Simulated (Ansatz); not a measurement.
# Relaxing Ni₃F

Computed with DFT PBE, scalar-relativistic, plane waves, PAW (Ansatz 0.2.0). Cutoff 420 eV, Γ-centred k mesh, Gaussian smearing, collinear spin, first started from parallel moments.

Ni₃F was placed on the TiAl3 (D0_22) structure type (I4/mmm, No. 139), with F in place of Ti, Ni in place of Al, at a guessed volume.

```xyz
4
Lattice="-1.6476 1.6476 3.6803 1.6476 -1.6476 3.6803 1.6476 1.6476 -3.6803" Properties=species:S:1:pos:R:3 pbc="T T T"
Ni    0.0000    0.0000    3.6803
Ni    1.6476    0.0000    1.8401
Ni    0.0000    1.6476    1.8401
F     0.0000    0.0000    0.0000
```

Cell and atoms relax at zero pressure; the relaxation can't lower the symmetry of the start. After a coarse first stage the cell is made exact in the group found at 0.06 Å.

The zero of energy is the elements' standard structures at the same level (F₂ as a molecule); no fitted shifts are applied.

(1) What does it relax into?

(2) What are its volume, energy, gap and moment?

Results:

(1) It ends in Fm-3m (No. 225). The result has the BiF3 (D0_3) structure. Conventional cell: a = 5.629 Å. Ni on Wyckoff site b (1 atom of the primitive cell) has 8 Ni at 2.44 Å and 6 F at 2.81 Å; around Ni on Wyckoff site c (2 atoms of the primitive cell) lie 4 F at 2.44 Å, 4 Ni at 2.44 Å and 6 Ni at 2.81 Å; F is coordinated by 8 Ni at 2.44 Å and 6 Ni at 2.81 Å.

```
Ni F
1.0
     0.00000    2.81470    2.81470
     2.81470    0.00000    2.81470
     2.81470    2.81470    0.00000
Ni F
3 1
Direct
  0.50000 0.50000 0.50000
  0.25000 0.25000 0.25000
  0.75000 0.75000 0.75000
  0.00000 0.00000 0.00000
```

(2) The volume per atom is 11.15 Å³ and the density is 7.26 g/cm³. The energy over the elements is 0.14 eV/atom and the gap on the 14×14×14 mesh is 0 eV (a metal). The net moment per atom is 0.61 μB and the largest site moment is 0.86 μB.

The final run used a 14×14×14 mesh on its 4-atom cell and 0.10 eV smearing. For metals, differences of a few meV/atom aren't resolved. Symmetry constrained the relaxation, so the result can be a saddle point.

Cost: 3 runs of about 6 core-minutes in all, on Arm Neoverse V1 (shared hosts).